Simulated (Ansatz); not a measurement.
Results of LDA in Ansatz (plane waves, PAW) for rutile MnO₂.

Settings: plane-wave cutoff 500 eV, 10×10×14 k mesh (along the axes of the cell as run), Fermi–Dirac smearing 0.05 eV, ferromagnetic start, spin-polarised with parallel moments, scalar-relativistic PAW data made under PBE.

Cell (relaxed at this level):

```
MnO2
1.0
    4.34585     0.00000     0.00000
    0.00000     4.34585     0.00000
    0.00000     0.00000     2.77651
Mn O
2 4
Direct
  0.00000   0.00000   0.00000
  0.50000   0.50000   0.50000
  0.30309   0.30309   0.00000
  0.69691   0.69691   0.00000
  0.19691   0.80309   0.50000
  0.80309   0.19691   0.50000
```

Question: Give the computed magnetic moment (largest site, within a sphere).

Answer: 
- magnetic moment (largest site, within a sphere): 1.91 μB

The run finds no gap.

Note: the collinear magnetic order is the start's and need not be the measured one.

Moments are spin moments.

Computed values are for the static lattice.

Ansatz is a program for electronic structure.
